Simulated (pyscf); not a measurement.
1,1-elimination: H₃C–CH₂–InH₂ → H₃C–CH₂–In [singlet] + H₂

Gas phase, singlet surface, charge 0. Bonds broken: In3–H9, In3–H10. Bonds formed: H9–H10. Single points on ωB97X-D3(BJ)/def2-SVP structures (PySCF, gas phase).

Transition state (Å):

```xyz
10

C     -1.3328     1.2535    -0.2359
C     -0.0248     0.4705    -0.0993
In    -0.3006    -1.5826     0.5098
H     -1.9757     0.8267    -1.0205
H     -1.9133     1.2594     0.7012
H     -1.1341     2.3079    -0.4961
H      0.6462     0.9344     0.6387
H      0.5177     0.4330    -1.0574
H     -1.4943    -2.1586    -1.0150
H     -1.0878    -3.0256     0.0458
```

One imaginary mode, 1447i cm⁻¹; descent along it reached the two sides named.

```tsv
bond	change	reactant side (Å)	saddle	product side
In3–H9	breaks	1.736	2.020	3.0
In3–H10	breaks	1.734	1.708	3.0
H9–H10	forms	3.0	1.429	0.762
```

Electronic energies relative to the reactant's lowest minimum found (eV):

```
level                   barrier  reaction energy  reverse barrier
----------------------  -------  ---------------  ---------------
ωB97X-D3(BJ)/def2-TZVP     2.58            +0.24             2.34
PBE/def2-TZVP              1.95             0.00             1.95
r²SCAN/def2-TZVP           2.12            +0.15             1.97
B3LYP-D3(BJ)/def2-TZVP     2.18            -0.10             2.27
PBE0-D3(BJ)/def2-TZVP      2.24            +0.15             2.09
M06-2X/def2-TZVP           2.43             0.00             2.43
ωB97M-D3(BJ)/def2-TZVP     2.46            +0.14             2.32
HF/def2-TZVP               3.05            +0.13             2.92
```

With ωB97M-D3(BJ)/def2-TZVP energies and thermal terms (ideal gas, 1 atm, RRHO with modes under 100 cm⁻¹ raised to 100, one conformer, R ln 2 for chiral ones without a mode under 150 cm⁻¹), in eV:

| T (K) | ΔH‡ | ΔG‡ | ΔH | ΔG |
|---|---|---|---|---|
| 298 | 2.40 | 2.41 | +0.12 | -0.23 |
| 600 | 2.38 | 2.42 | +0.12 | -0.59 |
| 900 | 2.36 | 2.44 | +0.10 | -0.94 |
| 1200 | 2.34 | 2.47 | +0.06 | -1.29 |

H₃C–CH₂–InH₂ lies 0.36 eV over its isomer H₃C–InH–CH₃ (electronic energy, ωB97M-D3(BJ)/def2-TZVP). One saddle was located; it need not be the lowest between these sides. Elements past Kr carry the def2 core potentials, without spin-orbit coupling.
